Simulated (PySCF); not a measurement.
**Computed and reference excited states of `NC=O` (CH3NO)**

Published values to compare with (the computed states carry no symmetry labels, so the two lists aren't matched line by line):

```json
{"state": "3A''(n→π*)", "E (eV)": "5.20", "f": "", "kind of transition": "band maximum or as reported", "source": "[1]"}
{"state": "3A''(n→π*)", "E (eV)": "5.36", "f": "", "kind of transition": "vertical absorption", "source": "[2]"}
{"state": "3A''(n→π*)", "E (eV)": "5.38", "f": "", "kind of transition": "vertical absorption", "source": "[3]"}
{"state": "1A''(n→π*)", "E (eV)": "5.65", "f": "0.000", "kind of transition": "vertical absorption", "source": "[3]"}
{"state": "1A''(n→π*)", "E (eV)": "5.66", "f": "", "kind of transition": "vertical absorption", "source": "[2]"}
{"state": "3A'(π→π*)", "E (eV)": "5.74", "f": "", "kind of transition": "vertical absorption", "source": "[2]"}
{"state": "1A''(n→π*)", "E (eV)": "5.80", "f": "", "kind of transition": "band maximum or as reported", "source": "[1]"}
{"state": "3A'(π→π*)", "E (eV)": "5.81", "f": "", "kind of transition": "vertical absorption", "source": "[3]"}
{"state": "1A'(n→3s)", "E (eV)": "6.35", "f": "", "kind of transition": "band maximum or as reported", "source": "[1]"}
{"state": "1A'(π→π*)", "E (eV)": "7.37", "f": "", "kind of transition": "band maximum or as reported", "source": "[1]"}
{"state": "1A'(n→3p)", "E (eV)": "7.73", "f": "", "kind of transition": "band maximum or as reported", "source": "[1]"}
```

[1] measured, gas; Loos, Scemama, Blondel, Garniron, Caffarel, Jacquemin (2018), arXiv:1807.02045, literature column
[2] computed, CC3/TZVP, gas; arXiv:2401.06101 (2024), CC3 reference column of Thiel's set
[3] computed, theoretical best estimate (aug-cc-pVTZ, frozen core, CC3 geometry), gas; Veril, Scemama, Caffarel, Lipparini, Boggio-Pasqua, Jacquemin, Loos, WIREs Comput. Mol. Sci. 2021, 11, e1517 (QUESTDB)

Compound: CH₃NO.
SMILES: `NC=O`

Method used: TDDFT PBE0/def2-SVPD, vertical, gas phase, core orbitals frozen in the response in PySCF. Geometry: PBE0-D3(BJ)/def2-SVP; no solvent, vibrations or thermal averaging. Torsions of this conformer, `[NH2:1][CH:2]=[O:3]`: H–N1–C2–O3 -1°, H–N1–C2–O3 -179°.

Computed singlets: 5.70 eV (f 0.001); 7.09 eV (f 0.003); 7.36 eV (f 0.012); 7.81 eV (f 0.112); 8.10 eV (f 0.311); 8.21 eV (f 0.003); 8.82 eV (f 0.063); 9.20 eV (f 0.006); 9.54 eV (f 0.010); 9.59 eV (f 0.017). Computed triplets (Tamm–Dancoff): 5.14, 5.54, 6.90, 7.07 eV.

How does the lowest computed triplet compare with the best estimate listed for the lowest triplet (vertical absorption)?

5.14 eV against 5.38 eV for 3A''(n→π*) [3]: a difference of -0.24 eV. Geometry and basis of the two calculations needn't be the same.

A measured band maximum holds vibronic effects and, in solution, solvent shifts, so it needn't equal the vertical energy.

The vertical ionisation energy (ΔSCF) is 10.28 eV, 0.69 eV above S10.
